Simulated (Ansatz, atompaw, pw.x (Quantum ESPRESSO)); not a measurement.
# What a changed setting does to a pw.x run (fcc H)

Potential: PAW, atompaw 4.2.0.5, PBEsol; core none, reference 1s1; waves: 1s (bound): rc 1.70 bohr; 1s channel at 0.1 Ry: rc 1.70 bohr; 2p channel at -0.05 Ry: rc 1.65 bohr; 2p channel at 1.65 Ry: rc 1.70 bohr; local part: troulliermartins scheme with l = 2 at 0.5 Ry, radius 1.50 bohr; core correction: none; augmentation: besselshape compensation charge, radius 1.70 bohr; PAW radius 1.70 bohr; waves and projectors: custom rrkj gramschmidtortho.

The reference run (k-mesh 18³, cutoffs 40/400 Ry, Fermi–Dirac 0.01 Ry, mixing_beta 0.4, conv_thr 1e-9, no spin) gives -0.33 GPa at 2.917 Å³/atom, where all-electron LAPW gives -0.10 GPa. This run, with its own iteration cap, changes k-mesh points per axis to 3.

```
&control
  calculation='scf', prefix='x', pseudo_dir='./', outdir='./tmp', tstress=.true., disk_io='none'
/
&system
  ibrav=0, nat=1, ntyp=1, ecutwfc=40, ecutrho=400, nbnd=7,
  occupations='smearing', smearing='fd', degauss=0.01
/
&electrons
  conv_thr=1e-09, mixing_beta=0.4, electron_maxstep=60
/
ATOMIC_SPECIES
H 1.0 H.UPF
CELL_PARAMETERS angstrom
  0.00000000 1.13405855 1.13405855
  1.13405855 0.00000000 1.13405855
  1.13405855 1.13405855 0.00000000
ATOMIC_POSITIONS crystal
H 0.0000 0.0000 0.0000
K_POINTS automatic
3 3 3 0 0 0
```

```bash
pw.x < H.scf.in > H.scf.out
```

Problem. How does the run end?

Solution. It converges in 5 iterations; the free energy moves by -552.5 meV/atom and the pressure by -23.66 GPa.

```
Message from routine setup:
     using ibrav=0 with symmetry is DISCOURAGED, use correct ibrav instead
     lattice parameter (alat)  =       3.0307  a.u.
     unit-cell volume          =      19.6849 (a.u.)^3
     number of electrons       =         1.00
     number of Kohn-Sham states=            7
     kinetic-energy cutoff     =      40.0000  Ry
     charge density cutoff     =     400.0000  Ry
     scf convergence threshold =      1.0E-09
     Exchange-correlation= SLA PW PSX PSC
     number of k points=     4  Fermi-Dirac smearing, width (Ry)=  0.0100
     iteration #  1     ecut=    40.00 Ry     beta= 0.40
     total energy              =      -1.11262919 Ry
     estimated scf accuracy    <       0.00002953 Ry
     iteration #  2     ecut=    40.00 Ry     beta= 0.40
     total energy              =      -1.11237472 Ry
     estimated scf accuracy    <       0.00001248 Ry
     iteration #  3     ecut=    40.00 Ry     beta= 0.40
     total energy              =      -1.11237366 Ry
     estimated scf accuracy    <       0.00000005 Ry
     iteration #  4     ecut=    40.00 Ry     beta= 0.40
     total energy              =      -1.11237354 Ry
     estimated scf accuracy    <       0.00000002 Ry
     iteration #  5     ecut=    40.00 Ry     beta= 0.40
     the Fermi energy is    -0.0915 ev
!    total energy              =      -1.11237354 Ry
     estimated scf accuracy    <          1.7E-12 Ry
     smearing contrib. (-TS)   =      -0.00249927 Ry
     convergence has been achieved in   5 iterations
          total   stress  (Ry/bohr**3)                   (kbar)     P=     -239.86
     Message from routine punch:
     Nothing written, as per user request (disk_io='none')
```

The run took about 1.1 s on one core of a shared host (Intel(R) Xeon(R) 6975P-C, 192 threads, 378 GiB, load 85).
